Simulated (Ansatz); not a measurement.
## Worked example: correlation energy of AlMgH2⁺ (H-bridged), quintet

Geometry: that of the AlMgH2 (H-bridged), quartet, kept fixed. The triplet lies 4.7 eV lower here.

```xyz
4

Al    0.0000    0.0562    1.2209
Mg    0.0000   -0.0014   -1.4713
H     0.0000   -0.3272    2.7591
H     0.0000   -1.1428    0.0371
```

Basis 6-31G; Ansatz 0.2.0. Correlated methods freeze the noble-gas cores, which leaves 6 electrons in 20 orbitals. R marks a restricted (for open shells ROHF) determinant, U an unrestricted one. The metal's outer-core shells are frozen, which leaves out core–valence correlation.

Full CI is exact within this basis and frozen core; it isn't the basis-set limit. The frozen core follows each run's orbitals, which can shift R against U totals by a few meV.

Runs differ by some tens of microhartree through their thresholds and, for an open shell, their frozen cores, so steps under 0.1 kcal/mol mean nothing.

```tsv
level	total energy (hartree)
UHF	-442.183074
UMP2	-442.205694
UCCSD	-442.219335
UCCSD(T)	-442.220378
UCCSDT	-442.221164
UCCSDT(Q)	-442.221202
UCCSDTQ	-442.221220
full CI	-442.221172
```

**Question.** What is the correlation energy at full CI, and what share of it do UMP2 and UCCSD recover?

**Answer.** E(corr) = -442.221172 − (-442.183074) = -0.038098 hartree = -1.037 eV. UMP2: -0.022620 / -0.038098 = 59.37 %. UCCSD: -0.036261 / -0.038098 = 95.18 %.

**Question.** By how many kcal/mol does UCCSD(T) miss full CI (1 hartree = 627.509 kcal/mol), and which steps make up the rest?

**Answer.** -442.220378 − (-442.221172) = 0.000794 hartree = 0.50 kcal/mol. Steps: UCCSDT − UCCSD(T) = -0.49, UCCSDT(Q) − UCCSDT = -0.02, UCCSDTQ − UCCSDT(Q) = -0.01, full CI − UCCSDTQ = 0.03 kcal/mol. That is within 1 kcal/mol of the reference in this basis, which itself misses far more of the correlation at the basis-set limit.
